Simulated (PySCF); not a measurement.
Gas-phase reaction: 3 SiF2 + Si2H5 = 4 SiHF + SiHF2

Method: PySCF energies (xtb for GFN2) plus ideal-gas RRHO corrections (1 bar). † marks an energy on the PBE0/def2-TZVP geometry and frequencies; other levels use their own. Open shells (unrestricted): Si2H5 (multiplicity 2), SiHF2 (multiplicity 2); the rest are closed-shell singlets. GFN2 has no spin-polarisation term. Si2H5, SiHF, SiHF2: computed as isolated molecules; such fragments, hydroxides, amides, oligomers or adducts are transient or little studied in the gas. The harmonic model lacks anharmonicity and excited electronic states, which grow with temperature; levels with a mode under 35 cm⁻¹ are left out. Internal rotation in Si2H5 is treated as a harmonic vibration of one conformer, which makes the entropy rough.

```json
[
 {"level": "BLYP/def2-TZVP†", "ΔE electronic, kJ": "441", "ΔH°(298 K), kJ": "427", "ΔS°(298 K), J/K": "166", "ΔG°(1200 K), kJ": "237"},
 {"level": "GFN2-xTB", "ΔE electronic, kJ": "267", "ΔH°(298 K), kJ": "257", "ΔS°(298 K), J/K": "165", "ΔG°(1200 K), kJ": "67"},
 {"level": "PBE/def2-SVP", "ΔE electronic, kJ": "489", "ΔH°(298 K), kJ": "475", "ΔS°(298 K), J/K": "164", "ΔG°(1200 K), kJ": "287"},
 {"level": "PBE0/def2-TZVP", "ΔE electronic, kJ": "488", "ΔH°(298 K), kJ": "474", "ΔS°(298 K), J/K": "166", "ΔG°(1200 K), kJ": "283"},
 {"level": "ωB97X-V/def2-TZVP†", "ΔE electronic, kJ": "482", "ΔH°(298 K), kJ": "468", "ΔS°(298 K), J/K": "166", "ΔG°(1200 K), kJ": "277"}
]
```
ΔH° is lowest at GFN2-xTB and highest at PBE/def2-SVP. No reference value is set beside these.
